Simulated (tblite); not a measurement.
C₃HO (doublet state).
Bonds: C1–C2 (double), C2–C3 (double), C3–O4 (double). Hydrogens: H5 on C1.
Bond orders are those of one Lewis drawing.

Computed with GFN2-xTB (tblite), gas phase: L-BFGS steps from a force-field or distance-geometry start until the largest atomic force falls under 0.01 eV/Å.

Step 2: E = -294.9520 eV
```
atom  x, y, z in Å  |  force x, y, z in eV/Å
C1     -1.1213    0.6110   -0.2420    1.617  -0.878   0.336
C2     -0.0482    0.0275   -0.0210   -0.445   0.238  -0.064
C3      1.0653   -0.5783    0.2261    2.431  -1.297   0.455
O4      2.1079   -1.1394    0.4375   -2.082   1.114  -0.407
H5     -1.9951    1.0821   -0.4178   -1.521   0.823  -0.320
```

Step 3: E = -294.8821 eV
```
atom  x, y, z in Å  |  force x, y, z in eV/Å
C1     -1.0885    0.5932   -0.2352   -4.504   2.440  -0.917
C2     -0.0565    0.0319   -0.0223    4.481  -2.440   0.965
C3      1.0860   -0.5893    0.2297   -2.649   1.441  -0.590
O4      2.0879   -1.1287    0.4337    1.842  -0.998   0.387
H5     -2.0203    1.0957   -0.4231    0.829  -0.444   0.155
```

Step 4: E = -295.0147 eV
```
atom  x, y, z in Å  |  force x, y, z in eV/Å
C1     -1.1078    0.6037   -0.2391   -0.020   0.006   0.005
C2     -0.0330    0.0191   -0.0171   -0.784   0.422  -0.141
C3      1.0773   -0.5845    0.2275    0.277  -0.139   0.024
O4      2.0922   -1.1311    0.4346    0.348  -0.194   0.087
H5     -2.0201    1.0956   -0.4232    0.179  -0.094   0.025
```

Step 5: E = -295.0197 eV
```
atom  x, y, z in Å  |  force x, y, z in eV/Å
C1     -1.1130    0.6064   -0.2401    0.116  -0.067   0.031
C2     -0.0424    0.0242   -0.0188    0.149  -0.084   0.058
C3      1.0800   -0.5858    0.2277    0.120  -0.053  -0.013
O4      2.1005   -1.1357    0.4365   -0.223   0.114  -0.033
H5     -2.0165    1.0937   -0.4226   -0.163   0.090  -0.044
```

Problem. Estimate the geometry and energy of step 6. (The exact step hangs on the optimiser's Hessian estimate; all steps are aligned on step 5, rigid shifts and turns removed.)

Solution. E = -295.0206 eV, largest force 0.034 eV/Å
```
atom  x, y, z in Å  |  force x, y, z in eV/Å
C1     -1.1114    0.6055   -0.2396   -0.007   0.000   0.006
C2     -0.0402    0.0229   -0.0180    0.008  -0.008   0.026
C3      1.0804   -0.5859    0.2273    0.004   0.008  -0.033
O4      2.0984   -1.1346    0.4362    0.009  -0.010   0.014
H5     -2.0186    1.0948   -0.4232   -0.014   0.010  -0.013
```

The energy changes by -0.0010 eV. The first-order estimate −F·Δx gives -0.0019 eV and the mean of the old and new forces, exact on a quadratic surface, -0.0010 eV. The step makes an angle of 17° with the force vector and moves no atom by more than 0.003 Å.

The cost below is that of the whole relaxation. Time: under 0.1 s. Hardware: an Arm Neoverse V1 with one thread, on a shared host.
